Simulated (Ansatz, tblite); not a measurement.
Cost and result up the ladder for the cluster LiH2⁻ (3 atoms). The state is a singlet with charge -1. Geometry: PBE0-D4/def2-TZVPD.

```xyz
3

Li   -0.0027    0.0003   -0.0019
H     0.9380    0.1268   -1.4239
H    -0.9353   -0.1272    1.4258
```

Ansatz on 4 threads of Arm Neoverse V2 on a shared host; xTB runs through tblite on one thread. Times are rough, summed over both states, and most runs start from the orbitals of an earlier one. CCSD(T)/def2-TZVPPD serves as the yardstick here, not as an exact answer. Differences are given only for rows in sets of like size (and for xTB, whose basis is part of the method), since another set adds its own error. The other state is a triplet at its own geometry, which has other bonds, so the gap mixes isomer and spin.

The xTB rows come from tblite. LC-ωPBE has ω = 0.4 bohr⁻¹. B3LYP takes the VWN-RPA correlation. Correlated methods freeze no core orbitals; core or outer-core shells of Li are correlated, in sets that lack core-valence functions. In the triplet geometry the species has come apart into loosely held pieces. In the triplet, H2 and H3 lie 0.89 Å apart (atoms count from 1), so H2 has formed as a molecule. At PBE0-D4/def2-TZVPD a singlet of charge -1 lies 0.77 eV below the triplet, each at its own geometry. The structure comes from a short search, and lower isomers may exist.

Run but left out: GFN2-xTB (tight binding far off the other levels).

Correlated methods converge slowly with the basis.

xTB has no spin-polarisation term.

| level | functions | triplet − singlet (eV) | difference from CCSD(T)/def2-TZVPPD (eV) | remarks |
| --- | --- | --- | --- | --- |
| RPA@PBE/def2-TZVPD | 35 | 1.30 | -0.01 | – |
| B3LYP-D4/def2-TZVPD | 35 | 0.81 | -0.50 | HOMO above zero (triplet) |
| MP2/def2-TZVPD | 35 | 1.06 | -0.25 | HOMO above zero (triplet) |
| PBE0-D4/def2-TZVPD | 35 | 0.77 | -0.54 | HOMO above zero (triplet) |
| BLYP-D4/def2-TZVPD | 35 | 0.47 | -0.84 | HOMO above zero (singlet), HOMO above zero (triplet) |
| CCSD(T)/def2-TZVPPD | 56 | 1.31 | 0.00 | HOMO above zero (triplet) |
| LDA (SPW92)/def2-TZVPD | 35 | 1.11 | -0.20 | HOMO above zero (singlet), HOMO above zero (triplet) |
| HF/STO-3G | 7 | 2.36 | – | HOMO above zero (triplet) |
| r2SCAN-D4/def2-TZVPD | 35 | 1.00 | -0.31 | HOMO above zero (singlet), HOMO above zero (triplet) |
| PBE-D4/def2-TZVPD | 35 | 0.68 | -0.63 | HOMO above zero (singlet), HOMO above zero (triplet) |
| B2PLYP/def2-TZVPD (with forces) | 35 | 1.37 | 0.06 | – |
| GFN1-xTB | 8 | 5.95 | 4.64 | – |
| LC-ωPBE/def2-TZVPD | 35 | 1.27 | -0.04 | – |

Q: Estimate how long each takes.

A: GFN1-xTB 0.002 s; HF/STO-3G 0.1 s; MP2/def2-TZVPD 0.2 s; LDA (SPW92)/def2-TZVPD 0.25 s; PBE-D4/def2-TZVPD 0.35 s; BLYP-D4/def2-TZVPD 0.4 s; B3LYP-D4/def2-TZVPD 0.4 s; CCSD(T)/def2-TZVPPD 0.45 s; RPA@PBE/def2-TZVPD 0.45 s; B2PLYP/def2-TZVPD (with forces) 0.55 s; LC-ωPBE/def2-TZVPD 0.6 s; PBE0-D4/def2-TZVPD 0.75 s; r2SCAN-D4/def2-TZVPD 0.95 s. On shared hardware such times vary by a factor of up to 3.
